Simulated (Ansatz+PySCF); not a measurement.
singlet H₂S: levels of theory in one basis

| atom | x (Å) | y (Å) | z (Å) |
| --- | --- | --- | --- |
| S | 0.0000 | 0.0000 | -0.1123 |
| H | 0.0000 | 1.0493 | 0.8987 |
| H | 0.0000 | -1.0493 | 0.8987 |

Basis set: def2-SVP (spherical functions). Correlated methods keep 5 orbitals frozen. Charge 0, multiplicity 1.

Computed with Ansatz (development build ahead of 0.2.0); each method stands on the lowest determinant of its kind that the runs found. NEVPT2 correlates all electrons. Active spaces start from the frontier orbitals, and the lowest solution found is given.

```tsv
method	E − E(RHF) (eV)	<S²> of the determinant
RHF	0.00	0.00
RHF-CCSD	-4.56	–
RHF-CCSD(T)	-4.66	–
CASSCF(8,6)	-1.12	–
SC-NEVPT2(8,6)	-4.16	–
```

Problem. What does RHF-MP2 give on the same scale?

Solution. -3.91 eV.

Problem. Is a single determinant a sound starting point here?

Solution. By this sign, yes. Unrestricted orbitals gain 0.00 eV and <S²> is 0.00 against 0.00 for a pure state. The CASSCF(8,6) natural occupations are 2.00, 2.00, 1.97, 1.96, 0.04, 0.03.
